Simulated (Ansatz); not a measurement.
C₂H₅B, SMILES B1CC1, vertical and adiabatic energies of changing the electron count

Computed with the Ansatz DFT code, driven from Python.

Run as a notebook:

**Cell 1**
```python
import ansatz as az
from ase import Atoms
import numpy as np
```

**Cell 2**
```python
BASIS_SET = "cc-pVDZ"
FUNCTIONAL = "r2SCAN"
DISPERSION = "d4"
CHARGE = 1
```

**Cell 3**
```python
atoms = Atoms(["B", "C", "C", "H", "H", "H", "H", "H"], positions=[
    (-0.8674, -0.1509, -0.51),
    (0.1802, 0.7395, 0.2961),
    (0.4337, -0.68, 0.0622),
    (-1.8627, -0.2075, -1.1081),
    (0.753, 1.4449, -0.3585),
    (-0.1491, 1.0318, 1.3186),
    (0.3464, -1.343, 0.9576),
    (1.2581, -0.8919, -0.7137),
])
c2h5b = az.Crystal.molecule_from_ase(atoms)

setup = c2h5b.calculation()
setup = setup.basis(gaussian=BASIS_SET)
setup = setup.functional(FUNCTIONAL, dispersion=DISPERSION)
symbols = [site.symbol for site in c2h5b.cartesian_sites]
start = np.array([site.position_ang for site in c2h5b.cartesian_sites], dtype=float)
summary = setup.relax(force_tolerance=0.01, max_steps=100).run().report
end = np.array(summary["positions_ang"])

minimum = az.Crystal.molecule()
for symbol, place in zip(symbols, end):
    minimum = minimum.atom(symbol, place.tolist())
ion = minimum.calculation()
ion = ion.basis(gaussian=BASIS_SET)
ion = ion.functional(FUNCTIONAL, dispersion=DISPERSION)
ion = ion.charge(CHARGE)
ion = ion.spin("collinear", total=1)
vertical = ion.run().report
settled = ion.relax(force_tolerance=0.01, max_steps=80).run().report
print(f"vertical ionisation energy   {vertical['free_energy_ev'] - summary['free_energy_ev']:.3f} eV")
print(f"adiabatic, no zero point     {settled['free_energy_ev'] - summary['free_energy_ev']:.3f} eV")
print(f"relaxation energy of the ion {vertical['free_energy_ev'] - settled['free_energy_ev']:.3f} eV")
ionised = np.array(settled["positions_ang"])
print("final positions (A) and the move of each atom")
for symbol, xyz, old in zip(symbols, ionised, end):
    print(f"{symbol:2s} {xyz[0]:10.5f} {xyz[1]:10.5f} {xyz[2]:10.5f}   {np.linalg.norm(xyz - old):7.4f}")
```
Output:
```text
vertical ionisation energy   9.684 eV
adiabatic, no zero point     8.819 eV
relaxation energy of the ion 0.865 eV
final positions (A) and the move of each atom
B    -0.85627   -0.32008   -0.56572    0.2171
C     0.29249    0.75489    0.34898    0.1879
C     0.47800   -0.67355    0.07221    0.0756
H    -1.90010   -0.10031   -1.07977    0.1353
H     0.68001    1.52192   -0.33286    0.0824
H    -0.19802    1.09766    1.26840    0.0832
H     0.36187   -1.37957    0.91202    0.0385
H     1.23422   -0.95806   -0.67907    0.0390
```

The energies are electronic: no zero-point or thermal terms, and the basis set is short of its limit. The product may relax into another structure. Each relaxation finds its nearest minimum, which needn't be the lowest. It ran for 91 s on 1 thread of Arm Neoverse V2 (shared host), peak memory 0.25 GiB.
